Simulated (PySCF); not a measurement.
CH₄O, SMILES CO (connectivity only; charge and spin as stated), charge +1, multiplicity 2.

Coordinates come from a ωB97X-D3(BJ)/def2-TZVP optimisation. The multiplicity is an assumed one; other spin states were not compared.

These are TDA-PBE0/def2-TZVPD (PySCF) values and carry that method's errors.

Vertical excitations. The molecule is in vacuum.

Computed UV-visible absorptions:
```csv
state,energy (eV),λ (nm),f,main pairs
root 1,2.36,525,0.002,β HOMO→LUMO 96 %
root 2,5.40,230,0.004,β HOMO−2→LUMO 95 %
root 3,5.48,226,0.137,β HOMO−1→LUMO 94 %
root 4,7.34,169,0.003,β HOMO−3→LUMO 97 %
root 5,9.86,126,0.000,α HOMO→LUMO 97 %
root 6,10.23,121,0.000,"α HOMO−1→LUMO 33 %, β HOMO→LUMO+1 63 %"
root 7,10.94,113,0.001,"α HOMO−1→LUMO 64 %, β HOMO→LUMO+1 35 %"
root 8,11.40,109,0.042,α HOMO→LUMO+1 90 %
root 9,11.86,105,0.034,"α HOMO→LUMO+3 58 %, α HOMO−1→LUMO+1 9 %, β HOMO→LUMO+2 17 %, β HOMO−1→LUMO+4 6 %"
root 10,11.87,104,0.016,"α HOMO→LUMO+2 28 %, β HOMO−4→LUMO 59 %"
```
Unrestricted roots are not spin-pure.
